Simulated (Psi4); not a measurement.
# SiO2 (silicon dioxide molecule): a first try and a second

Aim: the excited states of SiO2 (silicon dioxide molecule) at TDA-PBE0-1/3/cc-pV(D+d)Z (Cholesky decomposition, tdscf states 4, tdscf tda yes).

Program for the calculation: Psi4 1.11.

### Step 1. The system as given

The species is SiO2 (3 atoms), meant as a singlet with charge 0. As SMILES, `O=[Si]=O`. The coordinates come from a GFN2-xTB relaxation.

Bond lengths: O1–Si2 1.491 Å, Si2–O3 1.491 Å. Angles: O1–Si2–O3 179.9°.

### Step 2. The input as first written

Input file calc.inp:

```
memory 1600 MB

molecule geom {
  0 1
  O      0.691230     1.217290     0.513740
  Si    -0.000730     0.000440    -0.000160
  O     -0.690510    -1.217740    -0.513580
  symmetry c1
}

set basis cc-pV(D+d)Z
set scf_type cd
set tdscf_states 4
set tdscf_tda true
set maxiter 4

e_tot, wfn = energy("td-pbe0-13", return_wfn=True)
```

On the command line:

```console
$ psi4 -i calc.inp -o calc.out -n 1
```

calc.out:

```text
Psi4 1.11 release

   => Loading Basis Set <=

    Name: CC-PV(D+D)Z
    Role: ORBITAL
    Keyword: BASIS

         ---------------------------------------------------------
                                   SCF
                              RKS Reference
                        1 Threads,   1525 MiB Core
         ---------------------------------------------------------

  ==> Geometry <==

    Molecular point group: c1
    Full point group: Cs

    Geometry (in Angstrom), charge = 0, multiplicity = 1:

[... 87 lines left out ...]
    Weights Tolerance      =       1.00E-15
[... 36 lines left out ...]
                        Total Energy        Delta E     RMS |[F,P]|
[... 1 line left out ...]
   @RKS iter SAD:  -438.99183689729091   -4.38992e+02   0.00000e+00
   @RKS iter   1:  -439.31111663449650   -3.19280e-01   1.82411e-02 DIIS/ADIIS
   @RKS iter   2:  -438.35027614920097    9.60840e-01   3.40329e-02 DIIS/ADIIS
   @RKS iter   3:  -439.66004918085162   -1.30977e+00   2.32712e-03 DIIS/ADIIS
   @RKS iter   4:  -439.66472075754558   -4.67158e-03   4.02268e-04 DIIS/ADIIS
[... 1 line left out ...]
PsiException: Could not converge SCF iterations in 4 iterations.

  Failed to converge.

psi4.driver.p4util.exceptions.SCFConvergenceError: Could not converge SCF iterations in 4 iterations.

Printing out the relevant lines from the Psithon --> Python processed input file:
    core.set_global_option("BASIS", "cc-pV(D+d)Z")
    core.set_global_option("SCF_TYPE", "cd")
    core.set_global_option("TDSCF_STATES", 4)
    core.set_global_option("TDSCF_TDA", "true")
    core.set_global_option("MAXITER", 4)
--> e_tot, wfn = energy("td-pbe0-13", return_wfn=True)

!-----------------------------------------------------!
!                                                     !
!  Could not converge SCF iterations in 4 iterations. !
!                                                     !
!-----------------------------------------------------!

    Psi4 run time: 0:00:02.36
```

Wall time 3.6 s (1 thread of Intel Xeon 6975P-C (Granite Rapids), shared host); peak memory 0.41 GiB.

### Step 3. Diagnosis

The iterations ended before the threshold was met.

The log says `Could not converge SCF iterations in 4 iterations.`. The cause is that the iteration cap is too low for convergence. To mend it: iteration cap at its default in place of 4.

### Step 4. Try two

Input file input.inp:

```
memory 1600 MB

molecule {
  0 1
  O      0.691230     1.217290     0.513740
  Si    -0.000730     0.000440    -0.000160
  O     -0.690510    -1.217740    -0.513580
  symmetry c1
}

set basis cc-pV(D+d)Z
set reference rks
set scf_type cd
set tdscf_states 4
set tdscf_tda true
set df_scf_guess false

energy_value, wavefunction = energy('td-pbe0-13', return_wfn=True)
print_variables()
```

On the command line:

```console
$ psi4 input.inp input.out -n 1
```

input.out, shortened:

```text
[...]
  Running in c1 symmetry.
[...]
  Nuclear repulsion =   90.849657212139761
[...]
  Multiplicity = 1
[...]
  Nalpha       = 15
  Nbeta        = 15
[...]
    Number of basis functions: 51
[...]
   @RKS iter   1:  -439.31111663449650   -3.19280e-01   1.82411e-02 DIIS/ADIIS
[...]
   @RKS iter   8:  -439.66489978597730   -2.07259e-07   6.89917e-07 DIIS
[...]
  @RKS Final Energy:  -439.66489978597730
   => Energetics <=
    Nuclear Repulsion Energy =             90.8496572121397605
    One-Electron Energy =                -788.8554409244694625
    Two-Electron Energy =                 283.9360323104240251
    DFT Exchange-Correlation Energy =     -25.5951483840715746
    Empirical Dispersion Energy =           0.0000000000000000
    VV10 Nonlocal Energy =                  0.0000000000000000
    Total Energy =                       -439.6648997859772976
[...]
 Multipole Moments:
 ------------------------------------------------------------------------------------
     Multipole            Electronic (a.u.)      Nuclear  (a.u.)        Total (a.u.)
 ------------------------------------------------------------------------------------
 L = 1.  Multiply by 2.5417464519 to convert [e a0] to [Debye]
 Dipole X            :         -0.0023100           -0.0000079           -0.0023179
 Dipole Y            :          0.0014158            0.0000049            0.0014207
 Dipole Z            :         -0.0000000           -0.0000000           -0.0000000
 Magnitude           :                                                    0.0027186
[...]
**********                               WARNING                                **********
**********       The names of excited state variables changed between 1.5       **********
[...]
**********                               WARNING                                **********
**********  Length-gauge rotatory strengths are **NOT** gauge-origin invariant  **********
[...]
                                    Excitation Energy         Total Energy        Oscillator Strength             Rotatory Strength
[...]
Excited State    1 (1 A):   0.17004 au   267.95 nm f = 0.0000
[...]
Excited State    2 (1 A):   0.17004 au   267.95 nm f = 0.0000
[...]
Excited State    3 (1 A):   0.22728 au   200.48 nm f = 0.1017
[...]
Excited State    4 (1 A):   0.22728 au   200.47 nm f = 0.1017
[...]
```

Run time: 7.2 s. Hardware: 1 thread of Intel Xeon 6975P-C (Granite Rapids), shared host; peak memory 0.4 GiB.

The roots found:

| excited state | energy (eV) | strength | label |
| --- | --- | --- | --- |
| 1 | 4.627 | 0.0000 | A 1 |
| 2 | 4.627 | 0.0000 | A 1 |
| 3 | 6.184 | 0.1017 | A 1 |
| 4 | 6.185 | 0.1017 | A 1 |

### Step 5. Outcome

At TDA-PBE0-1/3/cc-pV(D+d)Z (Cholesky decomposition, tdscf states 4, tdscf tda yes):

| quantity | value |
| --- | --- |
| ground-state or mean-field energy | -439.66490 Eh |
| dipole moment (PBE0-1/3 Kohn–Sham density) | 0.01 D |
| HOMO energy (PBE0-1/3 Kohn–Sham orbitals) | -10.27 eV |
| LUMO energy (PBE0-1/3 Kohn–Sham orbitals) | -2.81 eV |
| HOMO–LUMO gap (PBE0-1/3 Kohn–Sham orbitals) | 7.46 eV |
| lowest excitation energy | 4.63 eV |

In words: The brightest of the 4 transitions from the ground state lies at 6.18 eV (200 nm, f = 0.203, degenerate roots summed); the lowest, at 4.63 eV, has f = 0.000.
